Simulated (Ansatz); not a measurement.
System: diamond-structure Si. Method: HSE06 (Ansatz, a program for electronic structure, plane waves, PAW).

Numerical settings: plane-wave cutoff 500 eV, 6×6×1 k mesh (along the axes of the cell as run), gaussian smearing 0.02 eV, scalar-relativistic PAW data made under PBE.

The cell is the one relaxed with r²SCAN.

Question: Predict the surface energy of the (111) face.

Answer: 
surface energy of the (111) face: 1.88 J/m²

The slab of 12 atoms is relaxed and unreconstructed.

Static lattice: no zero-point or thermal effects.

Cost on a shared machine: around 11 core-minutes (rough).
